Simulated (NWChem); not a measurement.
System: Be

NWChem input:

```
start job
memory heap 200 mb stack 900 mb global 1100 mb
geometry units angstroms noautoz
  Be     0.000000     0.000000     0.000000
end
basis spherical
  * library def2-qzvp
end
dft
  xc pbe0
  iterations 150
  mulliken
end
task dft gradient
```

Parts of the log:

```
             Northwest Computational Chemistry Package (NWChem) 7.3.0
             --------------------------------------------------------

                             Geometry "geometry" -> ""
                             -------------------------

 Output coordinates in angstroms (scale by  1.889725989 to convert to a.u.)

  No.       Tag          Charge          X              Y              Z
 ---- ---------------- ---------- -------------- -------------- --------------
    1 Be                   4.0000     0.00000000     0.00000000     0.00000000

 Effective nuclear repulsion energy (a.u.)       0.0000000000

                                 NWChem DFT Module
                                 -----------------

 Summary of "ao basis" -> "ao basis" (spherical)
 ------------------------------------------------------------------------------
       Tag                 Description            Shells   Functions and Types
 ---------------- ------------------------------  ------  ---------------------
 Be                        def2-qzvp                14       36   7s4p2d1f

            General Information
            -------------------
          SCF calculation type: DFT
          Wavefunction type:  closed shell.
          No. of atoms     :     1
          No. of electrons :     4
           Alpha electrons :     2
            Beta electrons :     2
          Charge           :     0
          Spin multiplicity:     1
          Use of symmetry is: off; symmetry adaption is: off
          Maximum number of iterations: 150
          AO basis - number of functions:    36
                     number of shells:    14
          Convergence on energy requested:  1.00D-06
          Convergence on density requested:  1.00D-05
          Convergence on gradient requested:  5.00D-04

              XC Information
              --------------
                         PBE0 Method XC Functional
                     Hartree-Fock (Exact) Exchange  0.250
          PerdewBurkeErnzerhof Exchange Functional  0.750
            Perdew 1991 LDA Correlation Functional  1.000 local
           PerdewBurkeErnz. Correlation Functional  1.000 non-local

             Grid Information
             ----------------
          Grid used for XC integration:  medium
          Radial quadrature: Mura-Knowles
          Angular quadrature: Lebedev.
          Tag              B.-S. Rad. Rad. Pts. Rad. Cut. Ang. Pts.
          ---              ---------- --------- --------- ---------
          Be                  1.05       49           8.0       434
          Grid pruning is: on
          Number of quadrature shells:    49
          Spatial weights used:  Erf1

      Superposition of Atomic Density Guess
      -------------------------------------

 Sum of atomic energies:         -14.57300092

      Non-variational initial energy
      ------------------------------

 Total energy =     -14.573001
 1-e energy   =     -19.062166
 2-e energy   =       4.489165
 HOMO         =      -0.309263
 LUMO         =       0.045149

     ---------------------------------------------
      Total Density - Mulliken Population Analysis
     ---------------------------------------------

    Atom       Charge   Shell Charges
 -----------   ------   -------------------------------------------------------
    1 Be   4     4.00   1.01  0.00  0.71  0.24  0.44  1.12  0.49  0.00  0.00  0.00  0.00  0.00  0.00  0.00

   convergence    iter        energy       DeltaE   RMS-Dens  Diis-err
 ---------------- ----- ----------------- --------- --------- ---------
 d= 0,ls=0.0,diis     1    -14.6352554936 -1.46D+01  2.84D-03  6.99D-02
 d= 0,ls=0.0,diis     2    -14.6365650149 -1.31D-03  1.03D-04  8.25D-05
 d= 0,ls=0.0,diis     3    -14.6365662113 -1.20D-06  1.12D-05  1.94D-07
 d= 0,ls=0.0,diis     4    -14.6365662157 -4.46D-09  2.06D-06  3.48D-10

         Total DFT energy =      -14.636566215743
      One electron energy =      -19.081313475252
           Coulomb energy =        7.172957453180
    Exchange-Corr. energy =       -2.728210193670
 Nuclear repulsion energy =        0.000000000000

 Numeric. integr. density =        3.999999961135

                       DFT Final Molecular Orbital Analysis
                       ------------------------------------

 Vector    1  Occ=2.000000D+00  E=-4.114848D+00
              MO Center= -1.4D-17, -7.9D-17, -1.5D-17, r^2= 6.7D-02
   Bfn.  Coefficient  Atom+Function         Bfn.  Coefficient  Atom+Function
  ----- ------------  ---------------      ----- ------------  ---------------
     1      0.541511  1 Be s                  3      0.366002  1 Be s
     4      0.197161  1 Be s

 Vector    2  Occ=2.000000D+00  E=-2.385670D-01
              MO Center=  1.6D-14, -8.6D-15,  3.5D-15, r^2= 2.3D+00
   Bfn.  Coefficient  Atom+Function         Bfn.  Coefficient  Atom+Function
  ----- ------------  ---------------      ----- ------------  ---------------
     6      0.601026  1 Be s                  5      0.288899  1 Be s
     7      0.240592  1 Be s                  4     -0.116639  1 Be s
     3     -0.115205  1 Be s                  1     -0.106145  1 Be s

 Vector    3  Occ=0.000000D+00  E=-4.422031D-02
              MO Center=  7.7D-16,  4.4D-15,  1.2D-14, r^2= 4.1D+00
   Bfn.  Coefficient  Atom+Function         Bfn.  Coefficient  Atom+Function
  ----- ------------  ---------------      ----- ------------  ---------------
    16      0.360266  1 Be pz                15     -0.292890  1 Be py
    13      0.261892  1 Be pz                10      0.245633  1 Be pz
    12     -0.212913  1 Be py                 9     -0.199695  1 Be py
    14     -0.157239  1 Be px                11     -0.114303  1 Be px
     8     -0.107207  1 Be px

 Vector    4  Occ=0.000000D+00  E=-4.422031D-02
              MO Center=  7.8D-15,  1.6D-14,  1.3D-14, r^2= 4.1D+00
   Bfn.  Coefficient  Atom+Function         Bfn.  Coefficient  Atom+Function
  ----- ------------  ---------------      ----- ------------  ---------------
    16      0.332174  1 Be pz                15      0.308116  1 Be py
    13      0.241471  1 Be pz                10      0.226480  1 Be pz
    12      0.223982  1 Be py                 9      0.210076  1 Be py
    14      0.187150  1 Be px                11      0.136047  1 Be px
     8      0.127600  1 Be px

 Vector    5  Occ=0.000000D+00  E=-4.422031D-02
              MO Center= -1.7D-14,  2.3D-14,  1.3D-15, r^2= 4.1D+00
   Bfn.  Coefficient  Atom+Function         Bfn.  Coefficient  Atom+Function
  ----- ------------  ---------------      ----- ------------  ---------------
    14      0.424913  1 Be px                11      0.308886  1 Be px
     8      0.289710  1 Be px                15     -0.244091  1 Be py
    12     -0.177439  1 Be py                 9     -0.166424  1 Be py

     ---------------------------------------------
      Total Density - Mulliken Population Analysis
     ---------------------------------------------

    Atom       Charge   Shell Charges
 -----------   ------   -------------------------------------------------------
    1 Be   4     4.00   1.02 -0.01  0.69  0.25  0.47  1.15  0.42  0.00  0.00  0.00  0.00  0.00  0.00  0.00

     -------------------------------------------
      Total Density - Lowdin Population Analysis
     -------------------------------------------

    Atom       Charge   Shell Charges
 -----------   ------   -------------------------------------------------------
    1 Be   4     4.00   0.59  0.50  0.57  0.35  0.53  0.87  0.59  0.00  0.00  0.00  0.00  0.00  0.00  0.00

            General Information
            -------------------
          SCF calculation type: DFT
          Wavefunction type:  closed shell.
          No. of atoms     :     1
          No. of electrons :     4
           Alpha electrons :     2
            Beta electrons :     2
          Charge           :     0
          Spin multiplicity:     1
          Use of symmetry is: off; symmetry adaption is: off
          Maximum number of iterations: 150
          AO basis - number of functions:    36
                     number of shells:    14
          Convergence on energy requested:  1.00D-06
          Convergence on density requested:  1.00D-05
          Convergence on gradient requested:  5.00D-04

              XC Information
              --------------
                         PBE0 Method XC Functional
                     Hartree-Fock (Exact) Exchange  0.250
          PerdewBurkeErnzerhof Exchange Functional  0.750
            Perdew 1991 LDA Correlation Functional  1.000 local
           PerdewBurkeErnz. Correlation Functional  1.000 non-local

             Grid Information
             ----------------
          Grid used for XC integration:  medium
          Radial quadrature: Mura-Knowles
          Angular quadrature: Lebedev.
          Tag              B.-S. Rad. Rad. Pts. Rad. Cut. Ang. Pts.
          ---              ---------- --------- --------- ---------
          Be                  1.05       49           8.0       434
          Grid pruning is: on
          Number of quadrature shells:    49
          Spatial weights used:  Erf1

          Convergence Information
          -----------------------
          Convergence aids based upon iterative change in
          total energy or number of iterations.
          Levelshifting, if invoked, occurs when the
          HOMO/LUMO gap drops below (HL_TOL):  1.00D-02
          DIIS, if invoked, will attempt to extrapolate
          using up to (NFOCK): 10 stored Fock matrices.

                    Damping( 0%)  Levelshifting(0.5)       DIIS
                  --------------- ------------------- ---------------
          dE  on:    start            ASAP                start
          dE off:    2 iters        150 iters           150 iters

                            NWChem DFT Gradient Module
                            --------------------------

  charge          =   0.00
  wavefunction    = closed shell

                         DFT ENERGY GRADIENTS

    atom               coordinates                        gradient
                 x          y          z           x          y          z
   1 Be      0.000000   0.000000   0.000000    0.000000   0.000000  -0.000000
```

Level: PBE0/def2-QZVP.
